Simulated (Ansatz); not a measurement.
**H2S (singlet): PBE0, B3LYP over a scan of the distance S1–H3, 6-31G**

Aim: run H2S (singlet) with these functionals over a scan of the distance S1–H3, and hold them against the top wave-function level at the same points.

Computed with Ansatz 0.2.0, Gaussian basis. Level: 6-31G, all electrons in the functionals.

To be run: PBE0, B3LYP, at 1.096 Å; 1.183 Å; 1.341 Å; 1.460 Å; 1.598 Å; 1.808 Å; 2.165 Å; 2.471 Å; 2.981 Å; 3.650 Å; 4.491 Å.

14 further runs of the same task are left out: 9 that didn't finish, 5 set aside as unsound or not needed. Runs told in other sessions of the task aren't counted.

## (1) What is computed

The geometry derives from a PBE0/def2-TZVP stationary point (not a proven minimum). One bond is set to the value named and the two fragments are kept rigid.

3 atoms, charge 0, spin multiplicity 1.

Atoms are counted from 1 here; the program's logs count them from 0.

Bond lengths: S1–H2 1.341 Å, S1–H3 1.341 Å. Angles: H2–S1–H3 92.3°.

No dispersion term is added. B3LYP takes the VWN-RPA correlation.

The geometry shown and the zero of energy belong to the point 1.341 Å. The yardstick, FCI, and other wave-function levels (R restricted, U unrestricted, valence and pair active spaces) come from earlier runs.

## (2) PBE0, 1.096 Å

Contents of in.yaml:

```yaml
crystal:
  periodic: [false, false, false]
  atoms:
    - {symbol: S, position_ang: [0.000000, -0.049935, 0.005229]}
    - {symbol: H, position_ang: [0.000000, 0.879216, -0.961973]}
    - {symbol: H, position_ang: [0.000000, 0.709347, 0.795613]}
basis:
  gaussian: {orbitals: 6-31G}
hamiltonian: {xc: {name: PBE0}}
output: {forces: true, orbitals: {seedname: orbitals}}
```

Run with:

```
$ ansatz run in.yaml --threads 1 --pin off --events-out ev --progress --plain --max-ram 2393MiB
```

Further steps of the session: PBE0, 1.183 Å; PBE0, 1.341 Å; PBE0, 1.460 Å; PBE0, 1.598 Å; PBE0, 1.808 Å; PBE0, 2.165 Å; PBE0, 2.471 Å; PBE0, 2.981 Å; PBE0, 3.650 Å; PBE0, 4.491 Å; B3LYP, 1.096 Å; B3LYP, 1.183 Å; B3LYP, 1.341 Å; B3LYP, 1.460 Å; B3LYP, 1.598 Å; B3LYP, 1.808 Å; B3LYP, 2.165 Å; B3LYP, 2.471 Å; B3LYP, 2.981 Å; B3LYP, 3.650 Å; B3LYP, 4.491 Å.

**Question.** What will the summary of the whole plan be? Wanted: span of the FCI curve; largest miss, PBE0; largest miss, B3LYP.

As calculated:

| quantity | value |
| --- | --- |
| span of the FCI curve | 71.2 kcal/mol |
| largest miss, PBE0 | +14.1 kcal/mol (2.471 Å) |
| largest miss, B3LYP | +12.6 kcal/mol (2.471 Å) |

Of the functionals, B3LYP keep the smallest largest miss at the points compared (at most 12.6 kcal/mol) and PBE0 strays most (14.1 kcal/mol, at 2.471 Å). PBE0, B3LYP clearly break the spin symmetry at some points (⟨S²⟩ up to 1.00 above the pure value), so energy there is bought with a mixed spin. Functionals and the yardstick converge differently with the basis, so part of each miss in 6-31G is the basis.
